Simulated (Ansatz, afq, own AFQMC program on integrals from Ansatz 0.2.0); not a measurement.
# Where AFQMC and coupled cluster stand for SiC, singlet

```csv
atom,x (Å),y (Å),z (Å)
Si,0.0000,0.0000,0.0000
C,0.0000,0.0000,2.5560
```

Basis 6-31G. Only valence electrons are correlated. Integrals, coupled cluster, full CI and functionals: Ansatz 0.2.0; the random walks run on the same integrals in our own AFQMC program. ph-AFQMC/CISD is guided by a CISD state made of CCSD amplitudes; releasing the constraint for a short imaginary time cuts its bias at the price of noise, slowly where states lie close. Uncertainties: one standard error, sampling alone.

Determinant: RHF, the one that the program's search chose, which needn't be the lowest solution. The geometry is a point of a scan.

Full CI on the same integrals is exact in this basis and with this determinant's frozen core.

Cautions: higher spins were not checked; restricted determinant unstable towards unrestricted (UHF 2.88 eV lower, ⟨S²⟩ 1.98); strong correlation (T1 0.186, weight of the determinant 0.50, largest double 0.45); (T) is large, 15 % of the CCSD correlation; (Q) is large, 137 meV, so the cluster series hasn't closed; CCSD(T) is in doubt: in a space of 8 electrons in 8 natural orbitals full CI lies 193 meV above it; the CCSDT(Q) amplitudes may be one of several solutions (largest double 0.55); the CCSDTQ amplitudes may be one of several solutions (largest double 0.56); the released energy hasn't reached full CI (110 meV above it at 2.40 1/Eh), so no released level is given (meV from the phaseless value at times in 1/Eh: -20 ± 10 at 0.24, -39 ± 8 at 0.51, -79 ± 8 at 0.99, -110 ± 10 at 1.62, -108 ± 11 at 2.40); the determinant fills πx and πy unequally, so it mixes two states of the linear molecule, and each level undoes that mixture to a different degree, while full CI gives the lower state, and by Hund's rule a triplet of that filling probably lies lower still; CCSDTQ on the UHF determinant differs (253 meV lower), perhaps since the unrestricted series falls towards higher spin.

* T1 diagnostic: 0.1857
* weight of the determinant in the CISD state: 0.501
* size of the correlated space: 8 electrons in 16 orbitals

```json
{"level": "MP2", "correlation energy (eV)": "-3.0918"}
{"level": "CCSD", "correlation energy (eV)": "-4.9602"}
{"level": "CCSD(T)", "correlation energy (eV)": "-5.6906"}
```

Task: Estimate where phaseless AFQMC with the Hartree–Fock trial lies against CCSD(T) on the same integrals.

Result: 19.01 ± 0.97 kcal/mol above CCSD(T).

Reference: full CI, correlation energy -5.444 eV. The cautions show a poor starting determinant, so the rows tell how each method copes with it here, and full CI is the sure value.

| level | E − E(reference) (kcal/mol) | share of correlation (%) |
| --- | --- | --- |
| CCSD(T) | -5.68 | 104.53 |
| CCSDT | 2.99 | 97.62 |
| CCSDT(Q) | -0.17 | 100.14 |
| CCSDTQ | 0.55 | 99.56 |
| ph-AFQMC/HF | 13.33 ± 0.97 | 89.38 |
| ph-AFQMC/CISD | 5.02 ± 0.21 | 96.00 |

CCSDT and higher add their correlation energy to the determinant of the CCSD(T) run, since their own runs factorise the integrals more tightly (a shift of under 2 meV).
